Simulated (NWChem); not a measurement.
**Polarisability of diphosphorus (P$_{2}$)**

```
P
P 1 1.8911
```
Charge 0, spin multiplicity 1.

Everything below was run with NWChem. All single points use one geometry, from PBE0/def2-SVP, a minimum by its harmonic frequencies.

Basis set: 6-31G*. The field's frequency is 0.0773 Ha (589 nm). This basis has no diffuse functions, which lowers polarisabilities.

The correlated methods keep 10 core orbitals frozen. B3LYP has NWChem's definition, with VWN1-RPA local correlation. The Pople sets run with spherical d functions. No row is a measurement; the coupled-cluster row has its own basis-set and correlation limits.

Question: For the isotropic polarisability, PBE gives 38.16 bohr³ and B3LYP gives 37.99 bohr³. What do HF, CCSD linear response, BHandHLYP give?

Answer: HF: 39.09 bohr³; CCSD linear response: 36.77 bohr³; BHandHLYP: 38.13 bohr³.
